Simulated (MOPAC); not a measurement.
Input file for MOPAC: PM7 on CH3NO (SMILES NC=O).

```
PM7 1SCF PRECISE CHARGE=0 THREADS=1
CH3NO

O     -1.14108700 1     1.44521200 1     0.00000000 1
C     -0.06175400 1     2.03094700 1     0.00000000 1
H     -0.01368700 1     3.13016900 1     0.00000000 1
N      1.14108700 1     1.43587700 1     0.00000000 1
H      1.21768600 1     0.41652700 1     0.00000000 1
H      1.97144600 1     2.00209500 1     0.00000000 1
```

Output:

```
*******************************************************************************
 **                                                                           **
 **                              MOPAC v23.2.5                                **
 **                                                                           **
 *******************************************************************************
 ** MOPAC's Digital Object Identifier: https://doi.org/10.5281/zenodo.6511958 **
 **                                                                           **
 ** Please cite the open-source release paper for use of this MOPAC version:  **
 ** J. E. Moussa and J. J. P. Stewart (2026)                                  **
 ** MOPAC: An open-source semiempirical molecular orbital program             **
 ** J. Open Source Softw., 11(119), 8025, https://doi.org/10.21105/joss.08025 **
 *******************************************************************************

                              PM7 CALCULATION RESULTS

 *******************************************************************************
 *  PM7        - The PM7 Hamiltonian to be used
 *
 *
 *
 *                 CHARGE ON SYSTEM = 0
 *
 *
 *
 *  PRECISE    - TIGHTER CRITERIA TO BE USED
 *  1SCF       - DO 1 SCF AND THEN STOP
 *  THREADS=1  - MULTI-THREADING NOT USED
 *  T=         - A TIME OF 172800.0 SECONDS REQUESTED
 *  DUMP=N     - RESTART FILE WRITTEN EVERY 7200.0 SECONDS REQUESTED
 *******************************************************************************
PM7 1SCF PRECISE CHARGE=0 THREADS=1
 CH3NO

   ATOM   CHEMICAL          X               Y               Z
  NUMBER   SYMBOL      (ANGSTROMS)     (ANGSTROMS)     (ANGSTROMS)

     1       O         -1.14108700  *   1.44521200  *   0.00000000  *
     2       C         -0.06175400  *   2.03094700  *   0.00000000  *
     3       H         -0.01368700  *   3.13016900  *   0.00000000  *
     4       N          1.14108700  *   1.43587700  *   0.00000000  *
     5       H          1.21768600  *   0.41652700  *   0.00000000  *
     6       H          1.97144600  *   2.00209500  *   0.00000000  *



          CARTESIAN COORDINATES

    NO.       ATOM           X           Y           Z

     1         O         -1.1411      1.4452      0.0000
     2         C         -0.0618      2.0309      0.0000
     3         H         -0.0137      3.1302      0.0000
     4         N          1.1411      1.4359      0.0000
     5         H          1.2177      0.4165      0.0000
     6         H          1.9714      2.0021      0.0000

 General Reference for PM7:
 "Optimization of Parameters for Semiempirical Methods VI: More Modifications to the
 NDDO Approximations and Re-optimization of Parameters", J. J. P. Stewart, J. Mol. Mod., 1:32, 19 (2013)
 https://link.springer.com/article/10.1007/s00894-012-1667-x

           Empirical Formula: C H3 N O  =     6 atoms



      MOLECULAR POINT GROUP   :   Cs


      RHF CALCULATION, NO. OF DOUBLY OCCUPIED LEVELS = 9


 -------------------------------------------------------------------------------
 PM7 1SCF PRECISE CHARGE=0 THREADS=1
 CH3NO



     1SCF WAS SPECIFIED, SO BFGS WAS NOT USED
     SCF FIELD WAS ACHIEVED


                              PM7 CALCULATION
                                                       MOPAC v23.2.5 Linux




          FINAL HEAT OF FORMATION =        -41.61105 KCAL/MOL =    -174.10061 KJ/MOL


          COSMO AREA              =         75.55 SQUARE ANGSTROMS
          COSMO VOLUME            =         56.46 CUBIC ANGSTROMS

          IONIZATION POTENTIAL    =         10.484785 EV
          HOMO LUMO ENERGIES (EV) =        -10.485  1.185
          NO. OF FILLED LEVELS    =          9
          MOLECULAR WEIGHT        =         45.0408         POINT GROUP:  Cs

          MOLECULAR DIMENSIONS (Angstroms)

            Atom       Atom       Distance
            H     6    O     1     3.16196
            H     5    H     3     2.88809
            O     1    C     2     0.00000


          SCF CALCULATIONS        =          1





   ATOM   CHEMICAL          X               Y               Z
  NUMBER   SYMBOL      (ANGSTROMS)     (ANGSTROMS)     (ANGSTROMS)

     1       O         -1.14108700  *   1.44521200  *   0.00000000  *
     2       C         -0.06175400  *   2.03094700  *   0.00000000  *
     3       H         -0.01368700  *   3.13016900  *   0.00000000  *
     4       N          1.14108700  *   1.43587700  *   0.00000000  *
     5       H          1.21768600  *   0.41652700  *   0.00000000  *
     6       H          1.97144600  *   2.00209500  *   0.00000000  *

                             CARTESIAN COORDINATES

   1    O       -1.141087000     1.445212000     0.000000000
   2    C       -0.061754000     2.030947000     0.000000000
   3    H       -0.013687000     3.130169000     0.000000000
   4    N        1.141087000     1.435877000     0.000000000
   5    H        1.217686000     0.416527000     0.000000000
   6    H        1.971446000     2.002095000     0.000000000


           Empirical Formula: C H3 N O  =     6 atoms



      MOLECULAR POINT GROUP   :   Cs


                  EIGENVALUES
 -37.51939 -29.76586 -22.48354 -18.97630 -16.63155 -14.48559 -14.08274 -10.54889
 -10.48478   1.18472   2.47065   4.54400   4.86423   5.52260   6.46221


              NET ATOMIC CHARGES AND DIPOLE CONTRIBUTIONS

  ATOM NO.   TYPE          CHARGE      No. of ELECS.   s-Pop       p-Pop
    1          O          -0.526773        6.5268     1.88797     4.63881
    2          C           0.456562        3.5434     1.09950     2.44393
    3          H           0.118617        0.8814     0.88138
    4          N          -0.670826        5.6708     1.53814     4.13269
    5          H           0.315979        0.6840     0.68402
    6          H           0.306440        0.6936     0.69356
 DIPOLE           X         Y         Z       TOTAL
 POINT-CHG.     3.817     1.533     0.000     4.113
 HYBRID         0.327    -0.400    -0.000     0.517
 SUM            4.144     1.133    -0.000     4.296


          ATOMIC ORBITAL ELECTRON POPULATIONS

     Atom    s        px        py        pz
    1  O   1.88797   1.34903   1.76424   1.52553
    2  C   1.09950   0.77355   0.94090   0.72949
    3  H   0.88138
    4  N   1.53814   1.17441   1.21329   1.74498
    5  H   0.68402
    6  H   0.69356

 **********************
 *                    *
 * JOB ENDED NORMALLY *
 *                    *
 **********************




 == MOPAC DONE ==
```

The run finished.

Cost: about 0.03 core-seconds (a rough figure).
